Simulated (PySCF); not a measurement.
Ionisation energy of Cl by level of theory

Cl [Ne] 3s2 3p5 (2P) → Cl⁺ [Ne] 3s2 3p4 (3P), as a difference of total energies. Calculation: PySCF 2.14, in aug-cc-pVQZ-DK; scalar relativity by spin-free X2C-1e. Correlated levels: valence: [Ne] frozen. The calculations carry no spin-orbit coupling.

```json
{"method": "UHF", "ionisation energy (eV)": "11.748"}
{"method": "LDA", "ionisation energy (eV)": "13.187"}
{"method": "PBE", "ionisation energy (eV)": "12.956"}
{"method": "PBE0", "ionisation energy (eV)": "12.939"}
{"method": "r2SCAN", "ionisation energy (eV)": "12.979"}
{"method": "r2SCAN0", "ionisation energy (eV)": "12.942"}
{"method": "BP86", "ionisation energy (eV)": "13.089"}
{"method": "CAM-B3LYP", "ionisation energy (eV)": "13.054"}
{"method": "TPSS", "ionisation energy (eV)": "12.936"}
{"method": "MP2 (valence)", "ionisation energy (eV)": "12.850"}
{"method": "SCS-MP2 (valence)", "ionisation energy (eV)": "12.867"}
```

Question: How much does correlation contribute at MP2 (valence)?

Answer: 12.850 − (11.748) = 1.102 eV, measured against UHF.

Errors of the correlated levels include the incompleteness of this basis and the frozen core.

For comparison: 12.974 eV (measured; NIST levels, between the centres of gravity of the two terms).
